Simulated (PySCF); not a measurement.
SMILES [CH]=O (CHO), doublet (PBE/def2-SVP optimised geometry):

```
3

C     -0.271    -0.476     0.000
O      0.914    -0.476     0.000
H     -0.914     0.476     0.000
```

Computed with unrestricted PBE/def2-TZVP (PySCF).

Question: What are the frontier orbital energies (α orbitals alone; a β orbital can be the lowest empty one) and the dipole moment?

Answer: HOMO-2 -10.83 eV, HOMO-1 -10.54 eV, HOMO -4.97 eV, LUMO -2.68 eV, LUMO+1 1.14 eV; dipole moment 1.47 D.

On the same geometry unrestricted PBE0/def2-TZVP (PySCF) gives HOMO-2 -12.53 eV, HOMO-1 -12.31 eV, HOMO -6.54 eV, LUMO -1.43 eV, LUMO+1 1.99 eV; dipole moment 1.66 D.

Meta-Löwdin charges at PBE/def2-TZVP: C1 0.10, O2 -0.21, H3 0.12.
